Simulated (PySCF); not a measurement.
Species: C4H5FO.
Structure used (PBE0-D3(BJ)/def2-SVP), in Å, numbered top down from 1:
```xyz
11
C4H5FO angstrom
C     -1.6219   -0.6886    0.2061
C     -0.2354   -0.4073   -0.2406
C      0.5530    0.5681    0.2326
C      1.9117    0.7422   -0.2979
O      2.4663    0.1072   -1.1344
F      2.5305    1.7747    0.2962
H     -2.3185   -0.6421   -0.6474
H     -1.6959   -1.7141    0.6053
H     -1.9627    0.0149    0.9783
H      0.1872   -1.0492   -1.0241
H      0.2239    1.2587    1.0133
```

All values: PBE0/pcSseg-1 and PBE0/def2-SVPD (PySCF, non-relativistic), on one gas-phase PBE0-D3(BJ)/def2-SVP geometry that isn't relaxed in the solvent. The solvent is an IEF-PCM continuum (van der Waals radii × 1.2). The model holds no explicit solvent molecules, cavitation or dispersion.

Gas phase at PBE0/pcSseg-1: HOMO -8.31 eV, LUMO -1.75 eV, dipole 4.04 D.

**Question.** What does the continuum do to the energy, the frontier levels and the dipole at PBE0/pcSseg-1 in dichloromethane and dimethylsulfoxide?

**Answer.** 
```json
{"solvent": "dichloromethane", "ε": "8.93", "E(solvent) − E(gas) (kJ/mol)": "-18.52", "polarisation term (kJ/mol)": "-21.27", "distortion of the solute (kJ/mol)": "2.75", "HOMO (eV)": "-8.12", "LUMO (eV)": "-1.64", "dipole (D)": "4.87"}
{"solvent": "dimethylsulfoxide", "ε": "46.83", "E(solvent) − E(gas) (kJ/mol)": "-21.36", "polarisation term (kJ/mol)": "-25.01", "distortion of the solute (kJ/mol)": "3.65", "HOMO (eV)": "-8.10", "LUMO (eV)": "-1.64", "dipole (D)": "5.00"}
```

The polarisation term is half the interaction of the solute with the surface charges that it induces; the rest is the cost of distorting the solute's density. The sum is the electrostatic part of solvation alone. From dichloromethane to dimethylsulfoxide the lowering changes by a factor 1.15, Onsager's factor (ε − 1)/(2ε + 1) by 1.15 and ε itself by 5.2.

**Question.** Which radius a makes the point-dipole formula ΔE = −[(ε − 1)/(2ε + 1)]·μ²/a³ give the value in dimethylsulfoxide, with the gas-phase dipole?

**Answer.** μ = 1.590 au and |ΔE| = 0.00814 Eh give a = 2.81 Å; the farthest nucleus lies 3.10 Å from the centroid of the nuclei, so such a sphere wouldn't even hold the nuclei. The formula assumes a rigid point dipole at the centre of a sphere.

**Question.** Give the dipole vector in the frame of the coordinates (D, pointing from negative to positive charge), gas and dimethylsulfoxide.

**Answer.** Gas (-3.78, -0.79, 1.20), solvent (-4.67, -0.96, 1.50). Its length changes by +24 % and its direction by less than 1°.

**Question.** Which ESP-fitted charges (PBE0/pcSseg-1) respond most in dichloromethane (means over atoms taken as equivalent)?

**Answer.** 
```tsv
atoms	environment	gas (e)	solvent (e)	change
O5	carbonyl oxygen	-0.489	-0.540	-0.051
C4	acyl halide carbon	+0.768	+0.795	+0.027
C3	alkene CH carbon	-0.545	-0.569	-0.024
C1	allylic carbon	-0.444	-0.466	-0.022
C2	alkene CH carbon	+0.193	+0.214	+0.021
H11	vinylic hydrogen	+0.225	+0.241	+0.016
```

Gas phase at PBE0/def2-SVPD: HOMO -8.35 eV, LUMO -1.85 eV, dipole 4.13 D.

**Question.** What does the continuum do to the energy, the frontier levels and the dipole at PBE0/def2-SVPD in dichloromethane?

**Answer.** 
```tsv
solvent	ε	E(solvent) − E(gas) (kJ/mol)	polarisation term (kJ/mol)	distortion of the solute (kJ/mol)	HOMO (eV)	LUMO (eV)	dipole (D)
dichloromethane	8.93	-18.82	-22.04	3.22	-8.15	-1.75	5.07
```

**Question.** How does the static polarisability (PBE0/def2-SVPD, frozen core, with the continuum's full static response) change?

**Answer.** 
```csv
medium,isotropic (au),principal values (au),⟨r²⟩ of the electrons (bohr²)
gas,54.8,"37.1, 51.7, 75.7",707.7
dichloromethane,69.6,"46.6, 66.4, 95.9",707.4
```

The isotropic value in dichloromethane is 1.27 times the gas-phase one; no cavity-field correction is applied. ⟨r²⟩ is taken about the centre of nuclear charge.
